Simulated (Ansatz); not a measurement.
Relaxation of C₂H₆FNS (11 atoms, charge 0, multiplicity 1), to a largest force component of 0.015 eV/Å in at most 40 steps.

Theory: RKS PBE0-D4/6-31G* (Ansatz).

```xyz
11
Properties=species:S:1:pos:R:3:forces:R:3
C -1.268 1.241 0.537 -1.45 2.40 -0.72
S -0.351 0.751 -0.903 0.06 0.25 -0.67
C 0.687 -0.418 -0.075 3.92 0.11 0.23
N 1.553 -1.155 -1.035 -2.74 0.73 -0.61
F -0.030 -1.333 0.590 -1.41 -0.88 1.19
H -0.665 1.724 1.293 0.50 -0.09 0.37
H -1.854 0.449 0.945 -0.39 -0.75 0.40
H -1.987 2.073 0.205 0.86 -1.24 0.30
H 1.383 0.101 0.693 -1.14 -0.64 -1.07
H 1.806 -2.003 -0.534 0.27 -0.02 0.13
H 0.791 -1.488 -1.697 1.50 0.14 0.46
```

Problem. Where does it end, and by what steps?

Solution. It converged. After 8 steps the energy has fallen by 0.503 eV; H10 moved furthest, 0.30 Å.

```json
{"step": "0", "energy less start (eV)": "0.0000", "largest force component (eV/Å)": "3.923", "accepted": "yes"}
{"step": "1", "energy less start (eV)": "-0.3575", "largest force component (eV/Å)": "1.692", "accepted": "yes"}
{"step": "2", "energy less start (eV)": "-0.4680", "largest force component (eV/Å)": "0.849", "accepted": "yes"}
{"step": "3", "energy less start (eV)": "-0.4933", "largest force component (eV/Å)": "0.363", "accepted": "yes"}
{"step": "4", "energy less start (eV)": "-0.5009", "largest force component (eV/Å)": "0.133", "accepted": "yes"}
{"step": "5", "energy less start (eV)": "-0.5019", "largest force component (eV/Å)": "0.079", "accepted": "yes"}
{"step": "6", "energy less start (eV)": "-0.5025", "largest force component (eV/Å)": "0.036", "accepted": "yes"}
{"step": "7", "energy less start (eV)": "-0.5026", "largest force component (eV/Å)": "0.020", "accepted": "yes"}
{"step": "8", "energy less start (eV)": "-0.5026", "largest force component (eV/Å)": "0.001", "accepted": "yes"}
```

```xyz
11
Properties=species:S:1:pos:R:3
C -1.309 1.310 0.536
S -0.259 0.822 -0.854
C 0.717 -0.475 -0.046
N 1.412 -1.169 -1.052
F -0.134 -1.289 0.708
H -0.720 1.746 1.349
H -1.877 0.456 0.907
H -1.998 2.069 0.160
H 1.426 -0.043 0.668
H 2.038 -1.864 -0.660
H 0.769 -1.620 -1.695
```

Time of the run: 52 s on 1 thread of Arm Neoverse V2, with other jobs on the host, peak memory 0.19 GiB.
